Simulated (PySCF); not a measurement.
F, SMILES `[F]` (charge 0, multiplicity 2)

Calculation: PBE-D3(BJ)/def2-TZVP run with PySCF.

- highest occupied spin orbital = -10.14 eV
- dipole moment = 0.00 D
- total energy = -99.6691 Ha
- cost = roughly 1.1 core-seconds

```xyz
1

F      0.0000     0.0000     0.0000
```
Charge 0, spin multiplicity 2.
